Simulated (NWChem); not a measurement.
Species: trimethylamine (C3H9N); SMILES CN(C)C

All runs: NWChem. Medium grid unless said otherwise, to which SCAN and Minnesota functionals are sensitive. Geometry: optimised at PBE0/def2-SVP. Total energies of different functionals are on different scales.

```json
[
 {"level": "PBE/def2-TZVP", "energy (Ha)": "-174.2907", "highest occupied level (eV)": "-4.73", "orbital gap (eV)": "5.09", "dipole (D)": "0.30"},
 {"level": "B3LYP/def2-TZVP", "energy (Ha)": "-174.5433", "highest occupied level (eV)": "-5.88", "orbital gap (eV)": "6.69", "dipole (D)": "0.38"},
 {"level": "Hartree-Fock/def2-TZVP", "energy (Ha)": "-173.3341", "highest occupied level (eV)": "-9.49", "orbital gap (eV)": "13.17", "dipole (D)": "0.54"},
 {"level": "BLYP/def2-TZVP", "energy (Ha)": "-174.4363", "highest occupied level (eV)": "-4.65", "orbital gap (eV)": "4.99", "dipole (D)": "0.29"},
 {"level": "LDA (Slater exchange, VWN5)/def2-TZVP", "energy (Ha)": "-172.9424", "highest occupied level (eV)": "-4.81", "orbital gap (eV)": "4.98", "dipole (D)": "0.32"},
 {"level": "r2SCAN/def2-TZVP", "energy (Ha)": "-174.4216", "highest occupied level (eV)": "-4.97", "orbital gap (eV)": "6.02", "dipole (D)": "0.33"}
]
```
